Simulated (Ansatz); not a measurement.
# BFH₄Si: basis-set convergence

How large a basis does BFH₄Si need? Two functionals are run in growing sets.

Method: one geometry, several basis sets; program: Ansatz 0.2.0, Gaussian basis.

Levels to be run: PBE0-D4/def2-SVP; ωB97M-V/def2-SVP; PBE0-D4/def2-QZVPP; ωB97M-V/def2-QZVPP; the functionals' def2-TZVPP values are taken from earlier runs.

### Step 1. The geometry

All runs share one geometry, relaxed beforehand with PBE0-D4 in a triple-zeta def2 set.

SMILES `B[SiH2]F`, 7 atoms, charge 0, spin multiplicity 1.

Atoms are counted from 1 here; the program's logs count them from 0.

Bond lengths: B1–Si2 2.000 Å, B1–H4 1.194 Å, B1–H5 1.197 Å, Si2–F3 1.607 Å, Si2–H6 1.490 Å, Si2–H7 1.490 Å. Angles: Si2–B1–H4 124.1°, Si2–B1–H5 118.1°, H4–B1–H5 117.8°, B1–Si2–F3 113.6°, B1–Si2–H6 110.0°, B1–Si2–H7 109.9°, F3–Si2–H6 107.3°, F3–Si2–H7 107.3°, H6–Si2–H7 108.5°.

### Step 2. PBE0-D4 in def2-SVP

in.yaml

```yaml
crystal:
  periodic: [false, false, false]
  atoms:
    - {symbol: B, position_ang: [-0.945934, 0.255563, -0.690372]}
    - {symbol: Si, position_ang: [0.639184, -0.187090, 0.445913]}
    - {symbol: F, position_ang: [0.788016, -1.755477, 0.760733]}
    - {symbol: H, position_ang: [-1.717605, -0.554227, -1.108295]}
    - {symbol: H, position_ang: [-1.134765, 1.403732, -0.971403]}
    - {symbol: H, position_ang: [0.542185, 0.520404, 1.753641]}
    - {symbol: H, position_ang: [1.890119, 0.249196, -0.236117]}
basis:
  gaussian: {orbitals: def2-SVP}
hamiltonian: {xc: pbe0, dispersion: d4}
output: {orbitals: {seedname: orbitals}}
```

On the command line:

```bash
$ ansatz run in.yaml --threads 2 --pin off --events-out ev --progress --plain --max-ram 4352MiB
```

Further steps of the session: ωB97M-V in def2-SVP; PBE0-D4 in def2-QZVPP; ωB97M-V in def2-QZVPP.

Q: Predict the results of all the runs planned. Wanted: PBE0-D4: double and triple zeta above quadruple; ωB97M-V: double and triple zeta above quadruple.

The runs gave:

| quantity | value |
| --- | --- |
| PBE0-D4: double and triple zeta above quadruple | 7.65, 0.48 eV |
| ωB97M-V: double and triple zeta above quadruple | 7.79, 0.45 eV |

What this shows: PBE0-D4 gains 7.17 eV from double to triple zeta, then 0.48 eV more. These are total energies; as a rule much of such shifts cancels in differences, which this series doesn't test.
